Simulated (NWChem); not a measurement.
System: hydrogen chloride (HCl); SMILES Cl

The following NWChem deck was run.

```
start job
memory heap 200 mb stack 900 mb global 1100 mb
geometry units angstroms noautoz
  Cl     0.000000     0.000000     0.075025
  H      0.000000     0.000000    -1.210165
end
basis spherical
  * library def2-tzvpd
end
dft
  xc slater vwn_5
  iterations 150
  mulliken
end
task dft energy
```

All runs use the structure optimised with PBE0/def2-SVP.

Task: Give the results of this calculation. (LDA (Slater exchange, VWN5)/def2-TZVPD.) Quantities: energy (Ha); highest occupied level (eV); orbital gap (eV); dipole (D).

Result: 
- energy (Ha): -459.32
- highest occupied level (eV): -8.14
- orbital gap (eV): 7.05
- dipole (D): 1.12
